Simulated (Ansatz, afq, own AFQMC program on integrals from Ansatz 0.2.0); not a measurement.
# Where AFQMC and coupled cluster stand for SiH$_{3}$O, doublet

```xyz
5

Si    0.0041    0.0000    0.5327
O    -0.0220    0.0000   -1.1244
H     1.4763   -0.0001    0.7831
H    -0.6202    1.2180    1.1100
H    -0.6204   -1.2179    1.1100
```

Connectivity, by distances: SiH3–O.

Basis cc-pVDZ. Only valence electrons are correlated. Integrals, coupled cluster, full CI and functionals: Ansatz 0.2.0; the random walks run on the same integrals in our own AFQMC program. The CISD trial takes its coefficients from CCSD amplitudes. Released means that phaseless walkers are propagated on without the constraint, phases kept. Free AFQMC starts from the CCSD state and is never constrained. Its projection time is finite, and what remains of the start isn't in its error. ± is one standard error of the sampling.

Determinant: UHF, the one that the program's search chose, which needn't be the lowest solution. The geometry is a point of a scan.

No full CI on the walks' own integrals is used here. The released AFQMC energy serves as the reference, which it does only where one determinant dominates, the energy is flat over the last release times and near the phaseless one (40 meV or 2 meV an electron, half that with transition metals). On small molecules, where full CI could be run and the noise was under 10 meV, such values lay within 10 meV of it in 19 cases of 20, a flattering rate, since the rule was set on those same cases; what remains of the bias isn't in the error bar.

Cautions: the released value is read at 2.40 1/Eh with a noise of 19 meV, more than in the cases checked (meV from the phaseless value at times in 1/Eh: 2 ± 10 at 0.24, -9 ± 10 at 0.51, -5 ± 12 at 0.99, -10 ± 16 at 1.62, 1 ± 19 at 2.40).

```
T1 diagnostic                               : 0.0196
weight of the determinant in the CISD state : 0.890
⟨S²⟩ of the determinant                     : 0.756
size of the correlated space                : 13 electrons in 41 orbitals
```

Reference: AFQMC with the constraint released, correlation energy -7.787 ± 0.019 eV.

```csv
level,E − E(reference) (kJ/mol),share of correlation (%)
HF,751.3 ± 1.9,0.00
MP2,112.2 ± 1.9,85.07
CCSD,16.9 ± 1.9,97.75
CCSD(T),3.3 ± 1.9,99.56
ph-AFQMC/HF,-6.8 ± 3.8,100.90
ph-AFQMC/CISD,-0.1 ± 2.4,100.01
free AFQMC,1.0 ± 2.3,99.87
```

Free projections are given only where their last times agree within the noise and don't stop above the reference; a slow remainder of the start can still hide under it. A walk keeps the symmetry of its determinant, which the program's search chose and which needn't be the lowest solution, so a lower state of the same spin and another symmetry isn't excluded. Released energies are given only where the last usable release times agree within the noise; a slower fall can still hide under it.
